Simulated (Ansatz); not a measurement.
System: hcp Os. Method: PBEsol (plane waves, PAW; Ansatz, an electronic-structure program).

Numerical settings: plane-wave cutoff 520 eV, 18×18×12 k mesh (along the axes of the cell as run), Fermi–Dirac smearing 0.1 eV, perturbation theory, no spin polarisation, scalar-relativistic PAW data made under PBE.

The cell has the measured lattice parameters. Conventional cell: a = 2.7342 Å, b = 2.7342 Å, c = 4.3199 Å, α = 90.00°, β = 90.00°, γ = 120.00°.

```xyz
2
Lattice="2.7342 0.0000 0.0000 -1.3671 2.3679 0.0000 0.0000 0.0000 4.3199" Properties=species:S:1:pos:R:3 pbc="T T T"
Os     1.3671     0.7893     3.2399
Os     0.0000     1.5786     1.0800
```

Harmonic phonon frequencies (cm⁻¹; i marks an imaginary mode):

```json
[
 {"q point": "Γ", "frequencies": "___"},
 {"q point": "M", "frequencies": "112 142 156 165 173 178"},
 {"q point": "K", "frequencies": "___"}
]
```

### Question
Fill in the missing entries.

### Answer

- Γ, frequencies: 0 0 0 166 166 219
- K, frequencies: 149 149 172 174 174 222

No imaginary mode appears at these points.

Note: the cell isn't this level's own, so it is under some stress, which shifts stiffness and frequencies.
